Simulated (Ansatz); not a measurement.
Results of LDA in Ansatz (plane waves, PAW) for 1T (CdI2-type) HfS2.

**Question.** Estimate the interlayer binding energy, layer repeat distance and gap between the layers that the calculation returns.

**Answer.** 
- interlayer binding energy: 12.6 meV/Å²
- layer repeat distance: 5.681 Å
- gap between the layers: 2.788 Å

Spin–orbit coupling is not included.

Static lattice: no zero-point or thermal effects.

Computing time: roughly 110 core-seconds.

Ansatz is a program for electronic structure.
